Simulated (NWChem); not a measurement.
# doublet [C4H8]+ at 6 levels

Wanted: a comparison of 6 runs (UPBE0/def2-SVP, U-wB97X/def2-SVP, UB3LYP/def2-SVP, UBHLYP/def2-SVP, UCAM-B3LYP/def2-SVP, UM06-2X/def2-SVP) of doublet [C4H8]+. 

The calculation is run with NWChem 7.3.0.

## 1. The structure to begin with

[C4H8]+ has 12 atoms, charge +1, and is taken as a doublet. As SMILES of the parent species, `CC1CC1`. The shape is that of a PBE0-D4/def2-TZVP optimisation. That shape belongs to the parent species and isn't relaxed for this state.

Bond lengths: C1–C2 1.501 Å, C2–C3 1.497 Å, C2–C4 1.497 Å, C3–C4 1.501 Å, C1–H5 1.094 Å, C1–H6 1.094 Å, C1–H7 1.094 Å, C2–H8 1.086 Å, C3–H9 1.083 Å, C3–H10 1.084 Å, C4–H11 1.084 Å, C4–H12 1.083 Å. Some angles: C1–C2–C3 120.0°, C1–C2–C4 120.1°, C3–C2–C4 60.2°, C2–C3–C4 59.9°, C2–C4–C3 59.9°, C1–C2–H8 114.8°, C3–C2–H8 115.5°, C4–C2–H8 115.5°, C2–C1–H5 111.4°, C2–C1–H6 111.4°.

## 2. A single-point energy at UPBE0/def2-SVP (run 1)

The input, sp.nw:

```
START sp
TITLE "C4H8 PBE0"
memory total 2200 mb
charge 1

GEOMETRY units bohr noautosym nocenter noautoz
  C     -1.75763427     1.95813421    -0.83223539
  C     -0.76137066    -0.25416816     0.63816051
  C      1.97608661    -0.36963043     1.34283938
  C      0.93635929    -2.13898100    -0.61434996
  H     -3.45706497     1.45433323    -1.89501736
  H     -2.23176655     3.53926806     0.41120440
  H     -0.34789858     2.62804212    -2.18679107
  H     -2.06376990    -1.02290875     2.02484154
  H      2.48952520    -1.14044972     3.16774790
  H      3.18059804     1.15821314     0.70222223
  H      1.44205001    -1.79996413    -2.57021650
  H      0.74058367    -4.11601247    -0.12415501
END

BASIS spherical bse
  * library def2-SVP
END

DFT
  xc pbe0
  mult 2
  grid fine
  convergence energy 1e-08
  iterations 100
  mulliken
  print low
END

TASK dft energy
```

The run is started by

```console
$ nwchem sp.nw > sp.out
```

The program printed:

```text
[...]
 d= 0,ls=0.0,diis     1   -156.4653641663 -2.81D+02  4.59D-03  1.47D-01     2.8
[...]
 d= 0,ls=0.0,diis    12   -156.5325937498 -1.38D-09  1.94D-07  1.99D-10    31.9
[...]
         Total DFT energy =     -156.532593749831
      One electron energy =     -448.255487705941
           Coulomb energy =      191.094771305549
    Exchange-Corr. energy =      -24.161117964925
 Nuclear repulsion energy =      124.789240615486
[...]
      Total Density - Mulliken Population Analysis
     ---------------------------------------------
    Atom       Charge   Shell Charges
 -----------   ------   -------------------------------------------------------
    1 C    6     6.00   1.99  0.91  0.14  2.13  0.82  0.02
    2 C    6     6.21   1.99  0.95  0.36  2.05  0.81  0.05
    3 C    6     6.01   1.99  0.92  0.27  2.09  0.71  0.04
    4 C    6     6.01   1.99  0.92  0.27  2.09  0.71  0.04
    5 H    1     0.84   0.70  0.11  0.03
    6 H    1     0.84   0.70  0.11  0.03
    7 H    1     0.90   0.73  0.15  0.02
    8 H    1     0.84   0.73  0.09  0.02
    9 H    1     0.83   0.71  0.09  0.03
   10 H    1     0.84   0.72  0.10  0.03
[...]
      <S2> =      0.7525 (Exact =     0.7500)
[...]
```

It took 33 s on 1 thread of Intel Xeon 6975P-C (Granite Rapids), shared host; peak memory 0.12 GiB.

## 3. The energy at U-wB97X/def2-SVP (run 2)

The input, m1.xyz:

```xyz
12

C     -0.930100     1.036200    -0.440400
C     -0.402900    -0.134500     0.337700
C      1.045700    -0.195600     0.710600
C      0.495500    -1.131900    -0.325100
H     -1.829400     0.769600    -1.002800
H     -1.181000     1.872900     0.217600
H     -0.184100     1.390700    -1.157200
H     -1.092100    -0.541300     1.071500
H      1.317400    -0.603500     1.676300
H      1.683100     0.612900     0.371600
H      0.763100    -0.952500    -1.360100
H      0.391900    -2.178100    -0.065700
```

The input, m1.nw:

```
echo
start m1
memory stack 880 mb heap 220 mb global 1100 mb
charge 1

geometry units angstroms noautosym nocenter noautoz
load m1.xyz
end

basis spherical bse
* library def2-SVP
end

dft
xc wb97x
mult 2
grid fine
convergence energy 1e-08
iterations 100
mulliken
end

task dft
```

The run is started by

```console
$ nwchem m1.nw > m1.out
```

The program printed:

```text
[...]
          Wavefunction type:  spin polarized.
          No. of atoms     :    12
          No. of electrons :    31
[...]
          Charge           :     1
          Spin multiplicity:     2
[...]
          AO basis - number of functions:    96
[...]
              XC Information
              --------------
                       wb97x  Method XC Functional
                     Hartree-Fock (Exact) Exchange  1.000
                         wb97x Exchange Functional  1.000
                      wb97x Correlation Functional  1.000
[...]
 d= 0,ls=0.0,diis     1   -156.6087138843 -2.81D+02  3.88D-03  1.47D-01     5.8
[...]
 d= 0,ls=0.0,diis    13   -156.6821989188 -3.05D-09  2.54D-07  1.45D-10    76.6
[...]
         Total DFT energy =     -156.682198918825
      One electron energy =     -448.178250707544
           Coulomb energy =      191.021462504150
    Exchange-Corr. energy =      -24.314660281409
 Nuclear repulsion energy =      124.789249565978
[...]
      Total Density - Mulliken Population Analysis
     ---------------------------------------------
    Atom       Charge   Shell Charges
 -----------   ------   -------------------------------------------------------
    1 C    6     5.99   1.99  0.89  0.13  2.14  0.82  0.02
    2 C    6     6.18   1.99  0.95  0.34  2.05  0.80  0.05
    3 C    6     6.00   1.99  0.91  0.27  2.10  0.70  0.04
    4 C    6     6.00   1.99  0.91  0.27  2.10  0.70  0.04
    5 H    1     0.85   0.71  0.12  0.03
    6 H    1     0.85   0.71  0.12  0.03
    7 H    1     0.91   0.73  0.16  0.02
    8 H    1     0.84   0.73  0.09  0.02
    9 H    1     0.83   0.71  0.10  0.02
   10 H    1     0.85   0.72  0.10  0.02
[...]
      <S2> =      0.7528 (Exact =     0.7500)
[...]
```

Run time: 77 s. Hardware: 1 thread of Intel Xeon 6975P-C (Granite Rapids), shared host; peak memory 0.12 GiB.

Runs 3 to 5 aren't shown in full; the table further down has their settings and results.

## 4. The energy at UM06-2X/def2-SVP (run 6)

The input, run.py:

```python
from ase import Atoms
from ase.calculators.nwchem import NWChem

system = Atoms(['C', 'C', 'C', 'C', 'H', 'H', 'H', 'H', 'H', 'H', 'H', 'H'], positions=[
    [-0.930100, 1.036200, -0.440400],
    [-0.402900, -0.134500, 0.337700],
    [1.045700, -0.195600, 0.710600],
    [0.495500, -1.131900, -0.325100],
    [-1.829400, 0.769600, -1.002800],
    [-1.181000, 1.872900, 0.217600],
    [-0.184100, 1.390700, -1.157200],
    [-1.092100, -0.541300, 1.071500],
    [1.317400, -0.603500, 1.676300],
    [1.683100, 0.612900, 0.371600],
    [0.763100, -0.952500, -1.360100],
    [0.391900, -2.178100, -0.065700],
])

calc = NWChem(
    label='a',
    theory='dft',
    memory='2200 mb',
    basis='def2-SVP',
    basispar='spherical bse',
    charge=1,
    dft={'xc': 'm06-2x', 'mult': '2', 'grid': 'fine', 'convergence': 'energy 1e-08', 'iterations': '100', 'mulliken': None},
    task='energy',
)
system.calc = calc

e = system.get_potential_energy()
print(f"E = {e:.6f} eV")
```

The run is started by

```console
$ export ASE_NWCHEM_COMMAND="nwchem PREFIX.nwi > PREFIX.nwo"
$ python run.py
```

The program printed:

```text
E = -4262.104903 eV
```

The calculator wrote a.nwi:

```
title "a"

permanent_dir a

scratch_dir a

start a

geometry units angstrom nocenter noautosym noautoz
  C  -9.3010000000000004e-01 1.0362000000000000e+00 -4.4040000000000001e-01
  C  -4.0289999999999998e-01 -1.3450000000000001e-01 3.3770000000000000e-01
  C  1.0457000000000001e+00 -1.9560000000000000e-01 7.1060000000000001e-01
  C  4.9550000000000000e-01 -1.1318999999999999e+00 -3.2510000000000000e-01
  H  -1.8293999999999999e+00 7.6959999999999995e-01 -1.0027999999999999e+00
  H  -1.1810000000000000e+00 1.8729000000000000e+00 2.1759999999999999e-01
  H  -1.8410000000000001e-01 1.3907000000000000e+00 -1.1572000000000000e+00
  H  -1.0921000000000001e+00 -5.4130000000000000e-01 1.0714999999999999e+00
  H  1.3173999999999999e+00 -6.0350000000000004e-01 1.6762999999999999e+00
  H  1.6831000000000000e+00 6.1290000000000000e-01 3.7159999999999999e-01
  H  7.6310000000000000e-01 -9.5250000000000001e-01 -1.3601000000000001e+00
  H  3.9190000000000003e-01 -2.1781000000000001e+00 -6.5699999999999995e-02
end

charge 1

memory 2200 mb

basis spherical bse noprint
   * library def2-SVP
end

dft
  xc m06-2x
  mult 2
  grid fine
  convergence energy 1e-08
  iterations 100
  mulliken
end

task dft energy
```

a.nwo:

```text
Northwest Computational Chemistry Package (NWChem) 7.3.0
             --------------------------------------------------------

           Job information
           ---------------

    nwchem branch   = 7.3.0
    use scalapack   = T
    input           = a.nwi
    prefix          = a.
    data base       = a/a.db
    status          = startup
    nproc           =        1

           Memory information
           ------------------

[... 5 lines left out ...]
    hardfail = no
[... 37 lines left out ...]
            Nuclear Dipole moment (a.u.)
[... 95 lines left out ...]
          Convergence on density requested:  1.00D-05
[... 24 lines left out ...]
          Convergence aids based upon iterative change in
[... 31 lines left out ...]
 2-e energy   =     159.074706
[... 89 lines left out ...]
           Coulomb energy =      190.989568618569
[... 686 lines left out ...]
                     DFT Final Beta Molecular Orbital Analysis
[... 784 lines left out ...]
     Multipole analysis of the density
     ---------------------------------

     L   x y z        total         alpha         beta         nuclear
     -   - - -        -----         -----         ----         -------
     0   0 0 0      1.000000    -16.000000    -15.000000     32.000000

     1   1 0 0      0.036550     -1.009395     -1.066958      2.112903
[... 8 lines of this table left out ...]
     2   0 0 2    -14.612537    -32.982948    -31.104018     49.474430

 Task  times  cpu:       39.3s     wall:       39.3s
 Total times  cpu:       39.3s     wall:       39.3s
```

It took 41 s on 1 thread of Intel Xeon 6975P-C (Granite Rapids), shared host; peak memory 0.12 GiB.

## 5. Overview of the runs

```csv
run,level,energy (Eh),⟨S²⟩,wall time
1,UPBE0/def2-SVP,-156.532594,0.752,33 s
2,U-wB97X/def2-SVP,-156.682199,0.753,77 s
3,UB3LYP/def2-SVP,-156.726710,0.752,33 s
4,UBHLYP/def2-SVP,-156.617861,0.754,33 s
5,UCAM-B3LYP/def2-SVP,-156.620132,0.753,78 s
6,UM06-2X/def2-SVP,-156.629467,0.752,41 s
```

## 6. Outcome

| quantity | value |
| --- | --- |
| run 6: total energy | -156.62947 Eh |
| run 6: HOMO energy (highest over α and β) | -16.24 eV |
| run 6: LUMO energy (lowest over α and β) | -11.58 eV |
| run 6: ⟨S²⟩ | 0.752 |

Totals of different functionals can't be ranked against each other. All runs together took 4.9 min, the longest 78 s.
